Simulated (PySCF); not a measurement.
PySCF input (PBE/aug-cc-pV(T+d)Z):

```python
import numpy as np, basis_set_exchange as bse
from pyscf import gto, scf, dft, df

basis = {'C': gto.basis.parse(bse.get_basis('aug-cc-pV(T+d)Z', elements=['C'], fmt='nwchem')), 'H': gto.basis.parse(bse.get_basis('aug-cc-pV(T+d)Z', elements=['H'], fmt='nwchem'))}
mol = gto.M(
    atom='''
    C    -0.00000000    0.00000000   -0.00000000
    H     0.62054657    0.62688914    0.63896175
    H    -0.64285838   -0.62489528    0.61852983
    H     0.63693263   -0.63278043   -0.61664082
    H    -0.61462083    0.63078657   -0.64085076
    ''',
    basis=basis,
    charge=0,
    verbose=4,
    max_memory=8640,
)
mf = dft.RKS(mol, xc='pbe')
mf.grids.level = 3
mf = mf.density_fit(auxbasis=df.autoaux(mol))
mf.conv_tol = 1e-9
mf.max_cycle = 100
print('smallest overlap eigenvalue', np.linalg.eigvalsh(mol.intor('int1e_ovlp'))[0])
mf.kernel()
dip = mf.dip_moment()
```

Output:

```
PySCF version 2.14.0

[INPUT] verbose = 4
[INPUT] num. atoms = 5
[INPUT] num. electrons = 10
[INPUT] charge = 0
[INPUT] spin (= nelec alpha-beta = 2S) = 0
[INPUT] symmetry False subgroup None
[INPUT] Mole.unit = angstrom
[INPUT] Symbol           X                Y                Z      unit          X                Y                Z       unit  Magmom
[INPUT]  1 C      0.000000000000   0.000000000000   0.000000000000 AA    0.000000000000   0.000000000000   0.000000000000 Bohr   0.0
[INPUT]  2 H      0.620546570000   0.626889140000   0.638961750000 AA    1.172663064838   1.184648785064   1.207462711573 Bohr   0.0
[INPUT]  3 H     -0.642858380000  -0.624895280000   0.618529830000 AA   -1.214826275082  -1.180880935733   1.168851978574 Bohr   0.0
[INPUT]  4 H      0.636932630000  -0.632780430000  -0.616640820000 AA    1.203628230499  -1.195781709685  -1.165282267027 Bohr   0.0
[INPUT]  5 H     -0.614620830000   0.630786570000  -0.640850760000 AA   -1.161465039153   1.192013860354  -1.211032423119 Bohr   0.0

nuclear repulsion = 13.4453507450257
number of shells = 32
number of NR pGTOs = 158
number of NR cGTOs = 138
basis = {'C': [[0, [8236.0, 0.000531, 0.0, -0.000113, 0.0], [1235.0, 0.004108, 0.0, -0.000878, 0.0], [280.8, 0.021087, 0.0, -0.00454, 0.0], [79.27, 0.081853, 0.0, -0.018133, 0.0], [25.59, 0.234817, 0.0, -0.05576, 0.0], [8.997, 0.434401, 0.0, -0.126895, 0.0], [3.319, 0.346129, 0.0, -0.170352, 0.0], [0.9059, 0.039378, 1.0, 0.140382, 0.0], [0.3643, -0.008983, 0.0, 0.598684, 0.0], [0.1285, 0.002385, 0.0, 0.395389, 1.0]], [0, [0.04402, 1.0]], [1, [18.71, 0.0, 0.014031, 0.0], [4.133, 0.0, 0.086866, 0.0], [1.2, 0.0, 0.290216, 0.0], [0.3827, 1.0, 0.501008, 0.0], [0.1209, 0.0, 0.343406, 1.0]], [1, [0.03569, 1.0]], [2, [1.097, 1.0, 0.0], [0.318, 0.0, 1.0]], [2, [0.1, 1.0]], [3, [0.761, 1.0]], [3, [0.268, 1.0]]], 'H': [[0, [33.87, 0.0, 0.006068, 0.0], [5.095, 0.0, 0.045308, 0.0], [1.159, 0.0, 0.202822, 0.0], [0.3258, 1.0, 0.503903, 0.0], [0.1027, 0.0, 0.383421, 1.0]], [0, [0.02526, 1.0]], [1, [1.407, 1.0, 0.0], [0.388, 0.0, 1.0]], [1, [0.102, 1.0]], [2, [1.057, 1.0]], [2, [0.247, 1.0]]]}
ecp = {}
ETB for H: l = 0, exps = 0.05052 * 1.8^n , n = 0..12
ETB for H: l = 1, exps = 0.12725999999999998 * 2^n , n = 0..5
ETB for H: l = 2, exps = 0.204 * 2.2^n , n = 0..4
ETB for H: l = 3, exps = 0.349 * 2.2^n , n = 0..3
ETB for C: l = 0, exps = 0.07138 * 1.8^n , n = 0..15
ETB for C: l = 1, exps = 0.07138 * 1.8^n , n = 0..12
ETB for C: l = 2, exps = 0.07138 * 1.8^n , n = 0..11
ETB for C: l = 3, exps = 0.13569 * 2.2^n , n = 0..6
ETB for C: l = 4, exps = 0.2 * 2.2^n , n = 0..4
smallest overlap eigenvalue 8.158758577159971e-05

******** <class 'pyscf.df.df_jk.DFRKS'> ********
method = DFRKS
initial guess = minao
damping factor = 0
level_shift factor = 0
DIIS = <class 'pyscf.scf.diis.CDIIS'>
diis_start_cycle = 1
diis_space = 8
diis_damp = 0
SCF conv_tol = 1e-09
SCF conv_tol_grad = None
SCF max_cycles = 100
direct_scf = False
XC library pyscf.dft.libxc version 7.1.2
    S. Lehtola, C. Steigemann, M. J. T. Oliveira, and M. A. L. Marques,  SoftwareX 7, 1–5 (2018)
XC functionals = pbe
    J. P. Perdew, K. Burke, and M. Ernzerhof,  Phys. Rev. Lett. 77, 3865 (1996)
    J. P. Perdew, K. Burke, and M. Ernzerhof,  Phys. Rev. Lett. 78, 1396 (1997)
    J. P. Perdew, K. Burke, and M. Ernzerhof,  Phys. Rev. Lett. 77, 3865 (1996)
    J. P. Perdew, K. Burke, and M. Ernzerhof,  Phys. Rev. Lett. 78, 1396 (1997)
radial grids:
    Treutler-Ahlrichs [JCP 102, 346 (1995); DOI:10.1063/1.469408] (M4) radial grids

becke partition: Becke, JCP 88, 2547 (1988); DOI:10.1063/1.454033
pruning grids: <function nwchem_prune>
grids dens level: 3
symmetrized grids: False
atomic radii adjust function: <function treutler_atomic_radii_adjust>
small_rho_cutoff = 0
Set gradient conv threshold to 3.16228e-05
Initial guess from minao.
tot grids = 53352
init E= -40.2487252964137
  HOMO = -0.43509138282594  LUMO = -0.0290441535149242  gap/eV = 11.04911
cycle= 1 E= -40.4195744025928  delta_E= -0.171  |g|= 0.407  |ddm|= 4.55
  HOMO = -0.265833565029639  LUMO = 0.000267191377755438  gap/eV = 7.24097
cycle= 2 E= -40.3646357816326  delta_E= 0.0549  |g|= 0.602  |ddm|= 1.88
  HOMO = -0.348027953217565  LUMO = -0.0130740473628137  gap/eV = 9.11456
cycle= 3 E= -40.4635111167539  delta_E= -0.0989  |g|= 0.00765  |ddm|= 1.03
  HOMO = -0.347084484738998  LUMO = -0.0133430845273139  gap/eV = 9.08157
cycle= 4 E= -40.4635242940152  delta_E= -1.32e-05  |g|= 0.000294  |ddm|= 0.0242
  HOMO = -0.347025789839673  LUMO = -0.0133911045600215  gap/eV = 9.07866
cycle= 5 E= -40.4635243144781  delta_E= -2.05e-08  |g|= 4.51e-05  |ddm|= 0.00211
  HOMO = -0.347047478549339  LUMO = -0.013396921783194  gap/eV = 9.07909
cycle= 6 E= -40.4635243151812  delta_E= -7.03e-10  |g|= 4.36e-06  |ddm|= 0.000177
  HOMO = -0.347044228837847  LUMO = -0.0133961159537037  gap/eV = 9.07903
Extra cycle  E= -40.46352431518  delta_E= 1.18e-12  |g|= 5.47e-06  |ddm|= 2.65e-05
converged SCF energy = -40.46352431518
Dipole moment(X, Y, Z, Debye): -0.00000, -0.00000, -0.00000
```
